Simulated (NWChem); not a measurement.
## Correlation energy of Li (-1)

```xyz
1

Li     0.0000     0.0000     0.0000
```
Charge -1, spin multiplicity 1.

All runs are NWChem calculations.

Basis set: def2-SVPD. Each correlation energy counts from its own Hartree-Fock reference.

The correlated methods freeze no orbitals. Coupled-cluster values serve here as a point of comparison, not as the truth.

For the correlation energy, MP2 gives -17.5 mHa and SCS-MP2 gives -20.8 mHa. What do CCSD, CCSD+T(CCSD), CCSD(T) give?

CCSD: -31.8 mHa; CCSD+T(CCSD): -31.8 mHa; CCSD(T): -31.8 mHa.
